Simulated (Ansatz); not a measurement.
# CCSD(T) forces

NaBH$_{2}$S (SMILES B[S][Na]), singlet, displaced at random from a GFN2-xTB minimum.

```tsv
atom	x (Å)	y (Å)	z (Å)
B1	0.2430	0.4423	-0.6387
S2	0.5207	-0.9465	0.4533
Na3	-1.0445	-1.3219	2.3360
H4	1.0455	0.6225	-1.6439
H5	-0.6777	1.1062	-0.6591
```

Computed with Ansatz 0.2.0 (basis: def2-TZVPP); correlated methods freeze the cores. The outer core shell of Li, Na, Mg and K is correlated. The def2 sets are not built for correlating such inner shells, so the correlated values are less sure here.

CCSD(T) forces from the calculation:
| atom | Fx | Fy | Fz (eV/Å) |
| --- | --- | --- | --- |
| B1 | 2.167 | -1.389 | -1.499 |
| S2 | 0.206 | 0.450 | -0.362 |
| Na3 | -0.129 | 0.087 | 0.034 |
| H4 | -0.831 | -0.216 | 1.468 |
| H5 | -1.412 | 1.068 | 0.359 |

(1) Which atom feels the largest CCSD(T) force, and how large is it?

T1 diagnostic: at most 0.015. These are differences at one structure, and CCSD(T) in triple zeta is itself an approximation.

Answers

(1) B1, 2.98 eV/Å, along (0.73, -0.47, -0.50).

Root-mean-square difference of the force components from those of CCSD(T): PBE0-D4 0.085; wB97M-V 0.072; r2SCAN-D4 0.057; PBE-D4 0.096; B97M-V 0.134; SPW92 0.203 eV/Å.

For scale, one of the runs: CCSD(T)/def2-TZVPP forces, 133 basis functions (an equivalent command: `ansatz run in.yaml --threads 4`). Time: 26 s of wall clock on 4 CPU threads; the host was shared. Peak host memory: 1.3 GiB.
